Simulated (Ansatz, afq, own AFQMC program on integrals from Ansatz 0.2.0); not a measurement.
## AFQMC, coupled cluster and functionals along a coordinate of CH4⁺, doublet

```xyz
5

C     0.0000    0.0000    0.0000
H     0.3646    0.7500    0.7480
H    -0.3742   -0.7450    0.7482
H    -0.3622    0.7462   -0.7529
H     0.3718   -0.7512   -0.7433
```

The C1–H4 distance is changed with both sides rigid. Energies in kcal/mol count from this geometry (1.120 Å) at the same level; the start stands on UHF, each point on the determinant named.

Basis 6-31G. Noble-gas cores (and the filled d shells of Ga–Kr and In–Xe) are frozen. AFQMC by an in-house program on the Cholesky factors that Ansatz 0.2.0 writes for its CCSD(T) run. The CISD trial takes its coefficients from CCSD amplitudes. Released means that phaseless walkers are propagated on without the constraint, phases kept. ± is one standard error of the sampling.

| r(C1–H4) / Å | det. | T1 | weight | ⟨S²⟩ | CCSD(T) | ph-AFQMC/CISD | released AFQMC | FCI | CCSDT(Q) | HF | wB97M-V |
| --- | --- | --- | --- | --- | --- | --- | --- | --- | --- | --- | --- |
| 1.032 | UHF | 0.006 | 0.95 | 0.75 | 3.6 | 3.6 ± 0.04 | 3.6 ± 0.02 | 3.7 | 3.7 | 2.4 | 3.2 |
| 1.237 | UHF | 0.008 | 0.95 | 0.75 | 2.8 | 2.8 ± 0.04 | 2.8 ± 0.03 | 2.8 | 2.8 | 4.3 | 3.3 |
| 1.514 | UHF | 0.029 | 0.93 | 0.78 | 21.6 | 21.6 ± 0.07 | 21.5 ± 0.03 | 21.5 | 21.5 | 24.8 | 23.7 |
| 2.040 | UHF | 0.030 | 0.93 | 0.79 | 50.2 | 50.2 ± 0.04 | – | 50.0 | 50.0 | 47.1 | 53.9 |
| 2.984 | UHF | 0.011 | 0.95 | 0.75 | 61.4 | 61.7 ± 0.05 | – | 61.5 | 61.5 | 53.9 | 71.6 |

Weight is that of the determinant in the CISD state; at the start T1 is 0.006 and the weight 0.95, and ⟨S²⟩ is 0.75. Symmetry can't show for every point that it stays on the start's state. A dash marks a missing value, a released energy that hasn't settled or a functional that sits on another state. Largest departures from full CI: CCSD(T) 0.2 kcal/mol at 2.040 (on UHF), ph-AFQMC/CISD 0.2 kcal/mol at 2.040 (on UHF), released AFQMC 0.0 kcal/mol at 1.032 (on UHF) (within the noise), CCSDT(Q) 0.0 kcal/mol at 2.040 (on UHF), HF -7.5 kcal/mol at 2.984 (on UHF). The functionals aren't scored here. In this small basis the wave-function levels are far from their limit, so their gap to the functionals isn't the functionals' error.

Some points may be missing: those where a free walk finds a much lower state, and past Zn most of those on another determinant than at the start.

CCSDT and higher add their correlation energy to the determinant of the CCSD(T) run, since their own runs factorise the integrals more tightly (a shift of under 2 meV). A walk keeps the symmetry of its determinant, which the program's search chose and which needn't be the lowest solution, so a lower state of the same spin and another symmetry isn't excluded. Released energies are given only where the last usable release times agree within the noise; a slower fall can still hide under it.
